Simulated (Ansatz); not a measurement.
The first iterations of a band of FH + H5NSi (9 atoms, charge 0, multiplicity 1).

Level of theory: RKS PBE0/6-31G* (Ansatz 0.2.0).

| Item | Value |
| --- | --- |
| movable images | 5 |
| climbing image | yes |
| spring | 5.0 eV/Å² |
| optimiser | quadratic models (default) |
| start path | through a guess of the saddle point |
| force threshold | 0.03 eV/Å |
| iteration limit | 60 |
| end points | relaxed |

Initial state:

```xyz
9
Properties=species:S:1:pos:R:3
Si 0.246 0.001 -0.166
H 0.154 -0.002 1.343
N 1.848 0.000 -0.807
H 2.416 -0.832 -0.728
H 2.418 0.831 -0.723
H -0.438 1.234 -0.629
H -0.440 -1.230 -0.635
F -2.519 0.000 1.447
H -1.679 -0.001 1.854
```

Final state:

```xyz
9
Properties=species:S:1:pos:R:3
Si -0.106 -0.009 -0.957
H -0.852 0.048 3.659
N 1.591 -0.008 -0.764
H 2.087 -0.848 -0.499
H 2.083 0.821 -0.462
H -0.476 1.249 -1.651
H -0.469 -1.236 -1.706
F -0.957 -0.042 0.419
H -0.896 0.025 2.917
```

| iteration | highest image above the first end (eV) | largest band force component (eV/Å) |
| --- | --- | --- |
| 1 | 2.745 | 4.595 |
| 2 | 1.610 | 2.443 |
| 3 | 0.891 | 2.588 |
| 4 | 1.104 | 2.098 |
| 5 | 1.363 | 2.494 |
| 6 | 1.321 | 0.848 |

**Question.** Does the band converge within its limit, and where does its top end?

**Answer.** It converged. It ended after 20 iterations with the highest image 1.171 eV above the first end. Neighbouring images differ by up to 1.8 eV, so the band resolves the path poorly. A vibrational analysis at the climbing image gives one clearly imaginary mode, 1046i cm⁻¹: a first-order saddle point. The orbitals stay closed-shell, which can raise the energy where a bond breaks towards radicals; this wasn't checked here.

Time of the run: 3.5 min on 1 thread of Arm Neoverse V1, with other jobs on the host, peak memory 0.12 GiB.
